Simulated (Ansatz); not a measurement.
# C2H6Si (SMILES C[Si]C): CCSD/6-311+G(d,p)

What is the energy change on altering one bond length of C2H6Si at CCSD/6-311+G**? 

The results are computed with Ansatz 0.2.0.

34 further runs of the same task are left out: 34 set aside as unsound or not needed.

## Step 1: Starting point

C2H6Si: 9 atoms, total charge 0, spin state singlet. SMILES: `C[Si]C`. The coordinates come from a PBE0-D4/def2-TZVP relaxation.

Bond lengths: C1–Si2 1.896 Å, Si2–C3 1.896 Å, C1–H4 1.102 Å, C1–H5 1.091 Å, C1–H6 1.095 Å, C3–H7 1.095 Å, C3–H8 1.091 Å, C3–H9 1.102 Å. Some angles: C1–Si2–C3 97.8°, Si2–C1–H4 105.3°, Si2–C1–H5 113.7°, Si2–C1–H6 114.0°, Si2–C3–H7 113.9°, Si2–C3–H8 113.7°, Si2–C3–H9 105.3°, H4–C1–H5 107.1°, H4–C1–H6 106.4°, H5–C1–H6 109.8°.

## Step 2: A single-point energy at CCSD/6-311+G(d,p)

File in.yaml:

```yaml
crystal:
  periodic: [false, false, false]
  atoms:
    - {symbol: C, position_ang: [-0.527400, 1.047300, -0.805300]}
    - {symbol: Si, position_ang: [0.896800, -0.199700, -0.912800]}
    - {symbol: C, position_ang: [0.601900, -1.069400, 0.746000]}
    - {symbol: H, position_ang: [-1.430700, 0.480400, -1.082200]}
    - {symbol: H, position_ang: [-0.439700, 1.875000, -1.511000]}
    - {symbol: H, position_ang: [-0.703500, 1.436700, 0.202600]}
    - {symbol: H, position_ang: [-0.455600, -1.193000, 1.001000]}
    - {symbol: H, position_ang: [1.117900, -2.026600, 0.837300]}
    - {symbol: H, position_ang: [1.028800, -0.397000, 1.507100]}
basis:
  gaussian:
    orbitals: 6-311+G_st__st_-spherical.json
correlation:
  method: ccsd
  frozen_orbitals: {C: 1, H: 0, Si: 5}
accuracy: high
scf:
  omitted_lower_state_checks: [cluster_reference, increment]
```

The basis set 6-311+G** is read from a file made from the Basis Set Exchange's data (not shown).

The run is started by

```sh
$ ansatz run in.yaml --threads 1 --pin off --max-ram 3480MiB --events-out events.jsonl --progress --plain --runs-dir runs
```

The log of the run (excerpt; [...] marks lines left out):

```text
Warning: RAYON_NUM_THREADS=1 ignored (pool sized by the plan → 1); use --threads N
Functional definition: HF
  name "HF"
[...]
2140 factors; integrals over basis functions are off by at most 4.3e-9 eV
[...]
mean field -10017.54084838 eV, -368.1378360449 hartree, gradient 8.9e-9 eV, S^2 0.000000; 0 other end points of the search recorded, 0 dependent functions left out; unrestricted orbitals would lower it
7 core orbitals not correlated: weight in the atoms' cores, before any rotation towards them, 1.000 or more for the frozen orbitals, at most 0.000 for the correlated occupied ones
reference -10017.54084838 eV, -368.1378360449 hartree; 9, 9 occupied and 94, 94 virtual orbitals, 2140 factors
second order -10.78527225 eV of doubles, -0.00000000 eV of singles
cycle   1  -11.64501204 eV  change   -8.6e-1 eV  update   8.1e-2
[...]
cycle  22  -12.07479036 eV  change   -1.3e-9 eV  update   2.2e-9
Total energy: -10029.61563874 eV, -368.5815764062 hartree
Checks for a lower state left out: cluster_reference, increment
```

It took 15 s on 1 thread of Arm Neoverse V2, shared host; peak memory 0.95 GiB.

## Step 3: The distorted shape at the same level

File run.yaml:

```yaml
basis:
  gaussian:
    orbitals: 6-311+G_st__st_-spherical.json
crystal:
  periodic: [false, false, false]
  atoms:
    - {symbol: C, position_ang: [-0.655451, 0.845610, -1.033597]}
    - {symbol: Si, position_ang: [0.768749, -0.401390, -1.141097]}
    - {symbol: C, position_ang: [0.473849, -1.271090, 0.517703]}
    - {symbol: H, position_ang: [-1.558751, 0.278710, -1.310497]}
    - {symbol: H, position_ang: [-0.567751, 1.673310, -1.739297]}
    - {symbol: H, position_ang: [-0.831551, 1.235010, -0.025697]}
    - {symbol: H, position_ang: [-0.583651, -1.394690, 0.772703]}
    - {symbol: H, position_ang: [0.989849, -2.228290, 0.609003]}
    - {symbol: H, position_ang: [1.028800, -0.397000, 1.507100]}
scf:
  omitted_lower_state_checks: [cluster_reference, increment]
magnetization:
  spin_polarized: false
correlation:
  method: ccsd
  frozen_orbitals: {C: 1, H: 0, Si: 5}
accuracy: high
```

The basis set 6-311+G** is read from a file made from the Basis Set Exchange's data (not shown).

The run is started by

```sh
$ ansatz run run.yaml --threads 1 --pin off --max-ram 3480MiB --events-out events.jsonl --progress --plain --runs-dir runs
```

The log of the run (excerpt; [...] marks lines left out):

```text
Warning: RAYON_NUM_THREADS=1 ignored (pool sized by the plan → 1); use --threads N
[... 2 set-up lines as earlier in the session ...]
[...]
2155 factors; integrals over basis functions are off by at most 5.1e-9 eV
[...]
mean field -10016.46922749 eV, -368.0984547036 hartree, gradient 1.2e-8 eV, S^2 0.000000; 0 other end points of the search recorded, 0 dependent functions left out; unrestricted orbitals would lower it
7 core orbitals not correlated: weight in the atoms' cores, before any rotation towards them, 1.000 or more for the frozen orbitals, at most 0.000 for the correlated occupied ones
reference -10016.46922749 eV, -368.0984547036 hartree; 9, 9 occupied and 94, 94 virtual orbitals, 2155 factors
second order -10.86207300 eV of doubles, -0.00000000 eV of singles
cycle   1  -11.72005317 eV  change   -8.6e-1 eV  update   8.6e-2
[...]
cycle  25  -12.19280575 eV  change  -1.5e-10 eV  update   1.7e-9
Total energy: -10028.66203324 eV, -368.5465320503 hartree
Checks for a lower state left out: cluster_reference, increment
```

Wall time 17 s (1 thread of Arm Neoverse V2, shared host); peak memory 0.96 GiB.

## Step 4: What came out

At CCSD/6-311+G**, 7 core orbitals frozen:

```
                                                         quantity          value
                                        first shape: total energy  -368.58158 Eh
         first shape: correlation energy (7 core orbitals frozen)     -443.7 mEh
                                       first shape: T1 diagnostic          0.012
                                    distorted shape: total energy  -368.54653 Eh
     distorted shape: correlation energy (7 core orbitals frozen)     -448.1 mEh
                                   distorted shape: T1 diagnostic          0.013
energy change with the C3–H9 bond stretched from 1.102 to 1.432 Å       0.954 eV
```

**Reading.** With the C3–H9 bond stretched from 1.102 to 1.432 Å the energy rises by 0.95 eV (22.0 kcal/mol). The first shape isn't relaxed at this level, so the change isn't measured from a minimum. The restricted solution (first shape) is unstable to spin breaking: an unrestricted one lies lower. The restricted solution (distorted shape) is unstable to spin breaking: an unrestricted one lies lower.
